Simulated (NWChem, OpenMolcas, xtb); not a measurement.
# A ladder of methods for C4H4O (furan)

The species is C4H4O (9 atoms), meant as a singlet with charge 0. As SMILES, `c1ccoc1`. The coordinates come from a PBE0-D4/def2-TZVP relaxation.

```xyz
9

C     0.2811    0.9774   -0.0840
C     0.8176   -0.2488   -0.5796
C    -0.0005   -1.2248   -0.1226
O    -1.0010   -0.6974    0.6164
C    -0.8173    0.6411    0.6309
H     0.6636    1.9731   -0.2409
H     1.6943   -0.3823   -1.1928
H    -0.0066   -2.2966   -0.2307
H    -1.5426    1.2120    1.1863
```

Quantity: the dipole moment, in D. The values are calculated.

**The experiment to reproduce.** NIST CCCBDB gives the dipole moment of the gas as 0.66 D.

| level | kind | program | value (D) | computed − measured |
| --- | --- | --- | --- | --- |
| GFN2-xTB | semi-empirical | xtb | 0.44 | -0.22 |
| HF/def2-SVP | Hartree–Fock | NWChem | 0.77 | +0.11 |
| SVWN5/def2-SVP | LDA | OpenMolcas | 0.49 | -0.17 |
| revPBE/def2-SVP | GGA | NWChem | 0.44 | -0.22 |
| M06-L/def2-SVP | meta-GGA | OpenMolcas | 0.54 | -0.12 |
| M06-2X/def2-SVP | hybrid meta-GGA | NWChem | 0.58 | -0.08 |
| CAM-B3LYP/def2-SVP | range-separated hybrid | NWChem | 0.56 | -0.10 |
| wB97X/def2-SVP | range-separated hybrid | NWChem | 0.55 | -0.11 |

Nearest: M06-2X/def2-SVP (-0.08 D); farthest: GFN2-xTB (-0.22 D). The measured dipole is a vibrational average, so differences of a few hundredths of a debye mean little. Computed less measured by kind, in D (def2-SVP rows): semi-empirical -0.22; Hartree–Fock +0.11; LDA -0.17; GGA -0.22; meta-GGA -0.12; global hybrid -0.08; range-separated hybrid -0.11 to -0.10. Magnitudes only: a small dipole may point the other way at some levels.
